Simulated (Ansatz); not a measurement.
# HNa: the cost of one run

Program: Ansatz 0.2.0. Level of theory: UKS B3LYP-D4/def2-SVPD. These are calculated values, not measurements.

## Step 1: Reference run: NaH, relaxed

The input, input.yaml:

```yaml
crystal:
  periodic: [false, false, false]
  atoms:
    - { symbol: H, position_ang: [0.0, 0.0, 0.0] }
    - { symbol: Na, position_ang: [1.97, 0.0, 0.0] }
basis:
  gaussian: { orbitals: def2-SVPD }
hamiltonian:
  xc: { name: B3LYP }
  dispersion: d4
output:
  forces: true
relax:
  f_tol: 0.003
  max_steps: 120
```

The run is started by

```sh
> ansatz run input.yaml --threads 1 --pin off --max-ram 2560MiB --backend cpu --events-out ev --progress --plain --runs-dir out
```

What time and memory should one allow on 1 thread of Intel Xeon Platinum 8259CL at 2.50GHz (Skylake/Cascade Lake), shared host?

About 2.5 s, with a peak of 0.1 GiB.
